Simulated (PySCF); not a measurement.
Mapped SMILES: `[OH:1][CH2:2][CH:3]([F:4])[F:5]`. Hydrogens are named by the atom that carries them.

Equivalent nuclei averaged, non-relativistic, one computed conformer, isolated molecule. Shieldings: GIAO PBE0/pcSseg-1; structure optimised with GFN2-xTB; PySCF 2.14.

Chemical shifts δ = σref − σ; ¹³C (186.93 ppm), ¹H (31.72 ppm) against TMS; H2O for ¹⁷O (336.08 ppm); CFCl3 for ¹⁹F (170.95 ppm), all at this level.

```csv
atoms,nucleus,count,Hirshfeld charge,δ (ppm)
F4/F5,¹⁹F,2,-0.11,?
C2,¹³C,1,-0.01,69.0
C3,¹³C,1,0.14,123.4
H(C2),¹H,2,0.05,4.00
H(O1),¹H,1,0.17,0.93
H(C3),¹H,1,0.05,6.10
O1,¹⁷O,1,-0.22,?
```

Complete the table.

## Answers


- O1: 16.6 ppm, alcohol oxygen
- F4/F5: -148.8 ppm, fluorine of a CF2 group

Exchangeable OH/NH protons stand at their gas-phase positions; hydrogen bonding in a real sample shifts them, mostly to higher δ. Shifts are as computed. Against solution values, carbons near 30 ppm lie about +3 ppm off and those near 130 ppm about +5 ppm. Of 1211 compounds with measured shifts, 218 miss one by over three times the rms of a fit or turn the order of signals round; such compounds aren't used in these exercises. Unscaled 19F shifts against computed CFCl3 carry errors that often reach 10 to 50 ppm. Experimental scales use liquid or dissolved standards, which lie at an offset from isolated H2O (liquid H2O: subtract about 36 ppm).
